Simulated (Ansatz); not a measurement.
## Rhombohedral A7 Sb: elastic constant C66 by level of theory

No measured value is used here.

```
level (code)           value (GPa)  cell (Å³/atom)
---------------------  -----------  --------------
LDA (Ansatz)                  35.3           29.13
LDA+SOC (Ansatz)              35.8           29.21
PBE (Ansatz)                  29.3           31.86
PBE+SOC (Ansatz)              29.6           31.98
PBEsol (Ansatz)               33.7           29.79
revPBE (Ansatz)                ___           32.91
RPBE (Ansatz)                  ___           33.44
PBE-D3(BJ) (Ansatz)           35.0           29.73
r²SCAN (Ansatz)               36.1           30.20
r²SCAN+rVV10 (Ansatz)         34.8           30.65
HSE06 (Ansatz)                 ___           31.05
```

Q: Some entries are withheld; supply them.

A: 
- revPBE (Ansatz, a first-principles code), value (GPa): 26.6
- RPBE (Ansatz), value (GPa): 25.3
- HSE06 (Ansatz), value (GPa): 34.1

LDA, LDA+SOC: LDA has no dispersion term either, though it tends to give short spacings of layers, chains or molecules. PBE, PBE+SOC, PBEsol, revPBE, RPBE, HSE06: the cell comes from a level without a dispersion term, which matters for the spacing of layers, chains or molecules. PBE-D3(BJ): the dispersion coefficients are held fixed in the derivatives. HSE06: hybrids on metals are sensitive to the k mesh. HSE06: the run warned that the count of filled bands differs between k points. Values are at the level's own equilibrium cell; r²SCAN at the measured cell. Cutoffs and k meshes differ between the levels. Ansatz's density-functional and Hartree–Fock values are scalar-relativistic unless marked +SOC, with PAW data made under PBE.
